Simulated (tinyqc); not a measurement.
Worked calculation (part 2 of 2): G0W0 on RHF in the sto-3g basis, for H2O, spin multiplicity 1. Computed by tinyqc, a small Python program that keeps every step (integrals from PySCF). Command: `OMP_NUM_THREADS=1 python tinyqc.py 26238 26239 out.jsonl` (the two numbers bound the seeds that draw the settings). One thread of a shared host (Intel(R) Xeon(R) Processor @ 2.60GHz), about 0.08 s of CPU time with the checks.

Geometry (angstrom):
```
atom         x          y         z
O     0.000000   0.000000  0.000000
H     0.000000   0.705000  0.648000
H     0.000000  -0.766000  0.705000
```

## Screening: direct RPA

orbital energies (hartree): MO1 -20.258400, MO2 -1.259909, MO3 -0.579750, MO4 -0.469721, MO5 -0.395627, MO6 0.563493, MO7 0.687070

Given earlier and not repeated: Two-electron integrals over orbitals (pq|rs).

With D = e_a - e_i and K = (ia|jb): diagonalise D^(1/2) (D + 4K) D^(1/2) = Z w^2 Z^T; X + Y = D^(1/2) Z w^(-1/2), each column of Z with its largest component positive (the first on a tie); E_c = (sum w - tr (D + 2K)) / 2.

D^(1/2) (D + 4K) D^(1/2) (hartree^2):
```
            1>6         1>7        2>6        2>7        3>6        3>7        4>6        4>7
1>6  435.884700    0.363571   0.264763  -0.082978   0.003907  -0.125540  -0.070494   0.085576
1>7    0.363571  440.546756  -0.076642   0.411057   0.092930  -0.050759   0.056916  -0.217610
2>6    0.264763   -0.076642   4.010779   0.119081  -0.198274   0.352208   0.270078   0.127044
2>7   -0.082978    0.411057   0.119081   4.339626   0.117095   0.254585   0.152273  -0.039099
3>6    0.003907    0.092930  -0.198274   0.117095   1.649409  -0.137069  -0.216974   0.134078
3>7   -0.125540   -0.050759   0.352208   0.254585  -0.137069   2.347508   0.337841   0.182538
4>6   -0.070494    0.056916   0.270078   0.152273  -0.216974   0.337841   1.446825  -0.028645
4>7    0.085576   -0.217610   0.127044  -0.039099   0.134078   0.182538  -0.028645   1.643577
5>6    0.000000    0.000000   0.000000   0.000000   0.000000   0.000000   0.000000   0.000000
5>7    0.000000    0.000000   0.000000   0.000000   0.000000   0.000000   0.000000   0.000000

          5>6       5>7
1>6  0.000000  0.000000
1>7  0.000000  0.000000
2>6  0.000000  0.000000
2>7  0.000000  0.000000
3>6  0.000000  0.000000
3>7  0.000000  0.000000
4>6  0.000000  0.000000
4>7  0.000000  0.000000
5>6  1.054513  0.020382
5>7  0.020382  1.284469
```

excitation energies w (hartree): [1.026021, 1.119030, 1.134135, 1.201670, 1.355052, 1.539799, 2.014788, 2.115226, 20.877183, 20.989889]

X + Y:
```
             1          2         3          4          5          6          7          8
1>6   0.000000   0.000367  0.000000  -0.000619  -0.000698   0.001522  -0.001842  -0.000108
1>7   0.000000  -0.000761  0.000000   0.001554   0.001028   0.000852   0.002124  -0.002260
2>6   0.000000  -0.040094  0.000000  -0.076020   0.047772  -0.283055   0.811831   0.412725
2>7   0.000000  -0.052753  0.000000   0.067259  -0.021138  -0.121148  -0.473184   0.831970
3>6   0.000000   0.402958  0.000000  -0.571743   0.621074  -0.146507  -0.079768  -0.008860
3>7   0.000000  -0.224375  0.000000  -0.298010   0.118202   0.810935   0.107370   0.152212
4>6   0.000000   0.855633  0.000000   0.154561  -0.259909   0.219977   0.061503   0.074010
4>7   0.000000   0.033592  0.000000   0.719508   0.610966   0.123756   0.042376   0.014102
5>6   0.963130   0.000000  0.080569   0.000000   0.000000   0.000000   0.000000   0.000000
5>7  -0.089999   0.000000  0.973302   0.000000   0.000000   0.000000   0.000000   0.000000

             9         10
1>6   0.995691   0.076936
1>7  -0.077372   0.995956
2>6   0.000185  -0.000038
2>7  -0.000081   0.000282
3>6  -0.000002   0.000049
3>7  -0.000069  -0.000034
4>6  -0.000038   0.000026
4>7   0.000055  -0.000113
5>6   0.000000   0.000000
5>7   0.000000   0.000000
```

RPA correlation energy = -0.05807709 hartree

## G0W0 on Hartree-Fock: HOMO

W(p,q,m) = sqrt2 sum_ia (pq|ia) (X+Y)_ia,m; Sigma_c(x) = sum_(i,m) W^2/(x - e_i + w_m) + sum_(a,m) W^2/(x - e_a - w_m); solve x = e_p + Sigma_c(x) by Newton steps; Z = 1/(1 - dSigma/dx); 1 hartree = 27.211386 eV.

The 12 largest terms at x = e_p (hartree; W for the signs of X + Y given):
```
q  m          W       term
5  6  -0.195747   0.024884
5  8  -0.210800   0.021008
5  7  -0.163748   0.013308
2  1  -0.065485   0.002269
5  2  -0.049008   0.002146
5  5   0.046334   0.001584
6  1   0.047152  -0.001120
5  4  -0.030829   0.000791
2  3  -0.037538   0.000705
7  3   0.036242  -0.000593
3  3  -0.027600   0.000578
3  1   0.016968   0.000238
```

Newton steps (hartree):
```
step          x  Sigma_c(x)         Z
0     -0.395627    0.065774  0.961995
1     -0.332352    0.063361  0.964484
2     -0.332269    0.063358  0.964487
3     -0.332269    0.063358  0.964487
```

quasiparticle energy of the HOMO = -9.041499 eV

Hartree-Fock value = -10.765552 eV

## G0W0 on Hartree-Fock: LUMO

As before.

The 12 largest terms at x = e_p (hartree; W for the signs of X + Y given):
```
q  m          W       term
6  8  -0.120143  -0.006824
3  5   0.101636   0.004135
4  6   0.098115   0.003741
7  5   0.072825  -0.003587
2  7   0.115631   0.003484
6  7  -0.082647  -0.003390
6  5  -0.061412  -0.002783
4  8   0.086275   0.002364
2  8   0.091981   0.002148
4  5  -0.068361   0.001957
3  7  -0.067897   0.001460
4  2   0.054077   0.001359
```

Newton steps (hartree):
```
step         x  Sigma_c(x)         Z
0     0.563493    0.006843  0.980298
1     0.570201    0.006708  0.980255
2     0.570201    0.006708  0.980255
```

quasiparticle energy of the LUMO = 15.515959 eV

Hartree-Fock value = 15.333422 eV
